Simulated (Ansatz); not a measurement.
Born–Oppenheimer molecular dynamics of CH₇BS (10 atoms, charge 0, multiplicity 1). It starts at the highest image of a converged band. Of that band: Beside the main top the profile has a ripple of under 15 meV (maxima at images 2, 4), which may be a very shallow well or noise. A vibrational analysis at the climbing image gives one clearly imaginary mode, 778i cm⁻¹: a first-order saddle point.

The calculation used Ansatz, RKS PBE-D4/6-31G*.

| Quantity | Value |
| --- | --- |
| ensemble | NVE (velocity Verlet) |
| time step | 0.5 fs |
| steps asked | 200 |
| starting velocities drawn for | 300 K |
| seed | 9954 |

First frame:

```xyz
10
Properties=species:S:1:pos:R:3
B -0.006 -0.337 0.216
C -0.061 0.022 1.908
H -0.986 -0.245 2.448
H 0.815 -0.217 2.535
H -0.064 1.117 1.768
H 1.055 0.029 -0.220
H -1.047 -0.008 -0.288
S 0.134 -2.407 0.042
H -1.187 -2.684 0.212
H 0.070 -1.310 1.221
```

How far do the bonds stretch over the last three quarters of this one trajectory? (Pairs bonded in most of those frames.)


```csv
bond,mean (Å),spread (Å),shortest,longest
B1–C2,1.588,0.060,1.49,1.69
B1–H6,1.211,0.013,1.19,1.23
B1–H7,1.213,0.013,1.19,1.24
C2–H3,1.104,0.011,1.08,1.12
C2–H4,1.108,0.038,1.05,1.17
C2–H5,1.113,0.021,1.08,1.16
S8–H9,1.360,0.013,1.34,1.39
S8–H10,1.377,0.022,1.33,1.43
```

Pairs bonded in part of these frames only: B1–S8 19 %.

Mean temperature of the second half: 386 K. The conserved energy stayed within 0.18 meV per atom of its start (net change 0.03 meV per atom), so the integration is sound. A run of 0.1 ps of so small a system gives no equilibrium averages. The orbitals stay closed-shell, which can raise the energy where a bond breaks towards radicals; this wasn't checked here.

Time of the run: 5.9 min on 1 thread of Arm Neoverse V1, with other jobs on the host, peak memory 0.11 GiB.
